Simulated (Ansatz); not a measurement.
Basis-set extrapolation for `C=CC(=C)CF` (PBE0-D4/def2-TZVP geometry, frozen core, Ansatz 0.2.0). Multiplicity 1, RHF reference.

```
                      def2-TZVPP   def2-QZVPP
                 HF  -292.925698  -292.938611
    MP2 correlation    -1.060140    -1.136209
CCSD(T) correlation    -1.148284      not run
```

Energies in hartree. Use E(X) = E(∞) + A·exp(−7.88·√X) for Hartree–Fock and E(X) = E(∞) + B·X^(−2.97) for correlation, with X = 3 and 4, and add CCSD(T) minus MP2 of the smaller set to the MP2 limit.

Q: What is the CCSD(T) energy at the basis-set limit?

A: HF limit: -292.938611 + (-0.012913) × 0.13774 = -292.94039. MP2 limit: -1.136209 + (-0.076069) × 0.74074 = -1.19256. Higher-order term: -1.148284 − (-1.060140) = -0.08814. Total: -294.22109 hartree, 4.00 eV below CCSD(T)/def2-TZVPP.
